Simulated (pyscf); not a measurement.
Single points on ωB97X-D3(BJ)/def2-SVP structures (PySCF, gas phase). Correlated levels are frozen-core, on RHF or UHF. ΔMP2 is the change of the MP2 total energy from the triple- to the quadruple-zeta basis.

**Question.** Estimate by transition-state theory (the high-pressure limit) the rate constant of H₃C–O–SiH₃ (SMILES CO[SiH3]) → HO–CH₂–SiH₃ (SMILES OC[SiH3]) (singlet surface; C–H, O–Si broken, C–Si, H–O formed) at 1200 K, with CCSD(T)/def2-TZVPP + ΔMP2(QZVPP) energies (ideal gas, 1 atm, RRHO with modes under 100 cm⁻¹ raised to 100, one conformer, R ln 2 for chiral ones without a mode under 150 cm⁻¹; no tunnelling).

**Answer.** The electronic barrier is 106.3 kcal/mol and the thermal terms add -4.3, so ΔG‡ = 102.0 kcal/mol. With k_BT/h = 2.50e+13 s⁻¹ and RT = 2.385 kcal/mol, k = 6.6e-06 s⁻¹. Wigner's tunnelling factor for 1665i cm⁻¹ would be 1.17. A shift of 1 kcal/mol in the barrier changes k by a factor 1.5. The same reactants have a lower exit, to SiH₂ [singlet] + H₃C–OH (barrier +78.3 kcal/mol at ωB97M-D3(BJ), against +104.8 kcal/mol here). H₃C–O–SiH₃ lies 23.7 kcal/mol over its isomer H₃C–SiH₂–OH (electronic energy, ωB97M-D3(BJ)). HO–CH₂–SiH₃ lies 48.9 kcal/mol over its isomer H₃C–SiH₂–OH (electronic energy, ωB97M-D3(BJ)). This is the saddle that the search found; another between the same sides may lie lower. The CCSD(T) − MP2 part came from Ansatz, without density fitting, on the same reference.
